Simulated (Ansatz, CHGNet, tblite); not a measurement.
**How well does each level of theory give the lattice parameter a of zinc-blende InAs?**

Reference value: 6.047 Å (measured, static lattice: zero-point anharmonic expansion removed; as tabulated in Mejia-Rodriguez and Trickey (2018), arXiv:1807.09216).

```json
[
 {"level (code)": "IPEA1-xTB (tblite)", "value (Å)": "6.189"},
 {"level (code)": "CHGNet-r²SCAN", "value (Å)": "6.111"},
 {"level (code)": "PBE (Ansatz)", "value (Å)": "6.186"},
 {"level (code)": "rVV10 (Ansatz)", "value (Å)": "(withheld)"},
 {"level (code)": "Hartree–Fock (Ansatz)", "value (Å)": "6.175"}
]
```

Problem. Some entries are withheld; supply them.

Solution. 
- rVV10 (Ansatz, a first-principles code), value (Å): 6.216

Errors against the reference: IPEA1-xTB +2.35 %, CHGNet-r²SCAN +1.06 %, PBE +2.30 %, rVV10 +2.79 %, Hartree–Fock +2.12 %.

Leaving aside IPEA1-xTB (doubt noted below): Of the ranked levels CHGNet-r²SCAN (+1.06 %) comes nearest. Among them rVV10 (+2.79 %) misses by most. No ranked level lands within 0.5 %. Even the nearest is off by 1.06 %. All 4 levels lie above the reference.

IPEA1-xTB: this parameter set was refitted to ionisation energies, not structures. IPEA1-xTB: the run uses a supercell at the zone centre in place of a k mesh. Cutoffs and k meshes differ between the levels. Ansatz's density-functional and Hartree–Fock values are scalar-relativistic unless marked +SOC, with PAW data made under PBE.

Machine-learned potentials (CHGNet-r²SCAN) are trained on DFT data: a solid inside that data is no test of them.

Differences are worked out from the printed values.
